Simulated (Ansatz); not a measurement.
A calculation on wurtzite CdSe returned lattice constant a 4.324 Å, lattice parameter c 7.047 Å.

For reference: lattice constant a 4.298 Å (measured, temperature not stated, not corrected to a static lattice; as tabulated in PVEducation, CdSe (wurtzite), citing its ref. 1); lattice parameter c 7.015 Å (measured, temperature not stated, no zero-point or thermal correction; as tabulated in PVEducation, CdSe (wurtzite), citing its ref. 1).

Problem. Which level of theory produced these numbers?
A) LDA (Ansatz (a program for electronic structure))
B) Hartree–Fock (Ansatz)
C) rVV10 (Ansatz)
D) r²SCAN0 (Ansatz)

Solution. D, r²SCAN0 (Ansatz)

The others give: Hartree–Fock 4.461 Å, 7.261 Å; rVV10 4.385 Å, 7.183 Å; LDA 4.247 Å, 6.942 Å.

Unless a cell is named, each level is at its own relaxed cell (Hartree–Fock 31.28, LDA 27.11, r²SCAN0 28.52, rVV10 29.91 Å³/atom).

Ansatz's density-functional and Hartree–Fock values are scalar-relativistic unless marked +SOC, with PAW data made under PBE.
